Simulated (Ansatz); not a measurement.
**Structural energy differences of iridium**

Level of theory: DFT, PBEsol, plane waves (420 eV) with PAW, scalar-relativistic (Ansatz). The PAW files were generated under PBE, with cores re-solved for the functional.

Each structure is relaxed within its own symmetry, so a high-lying one may be dynamically unstable.

(1) Rank these structures of iridium by energy per atom, lowest first.
A. A15
B. hcp
C. omega (AlB2-type)
D. simple cubic
E. diamond
F. fcc
G. dhcp
H. bcc

```tsv
structure	ΔE (meV/atom)	V (Å³/atom)	cell	magnetic state
fcc	0	14.06	a = 3.831 Å	non-magnetic
dhcp	38	14.09	a = 2.711 Å, c = 8.856 Å (c/a = 3.267)	spin not included
hcp	83	14.13	a = 2.719 Å, c = 4.413 Å (c/a = 1.623)	spin not included
omega (AlB2-type)	362	14.50	a = 4.334 Å, c = 2.673 Å (c/a = 0.617)	spin not included
A15	559	14.63	a = 4.892 Å	spin not included
bcc	684	14.57	a = 3.077 Å	spin not included
simple cubic	1106	16.44	a = 2.543 Å	spin not included
diamond	1211	20.89	a = 5.508 Å	spin not included
```

ΔE counts from fcc.

Differences under about 8 meV lie within the error of the k-point mesh.

Answers

(1) F (0 meV/atom), G (38 meV/atom), B (83 meV/atom), C (362 meV/atom), A (559 meV/atom), H (684 meV/atom), D (1106 meV/atom), E (1211 meV/atom).
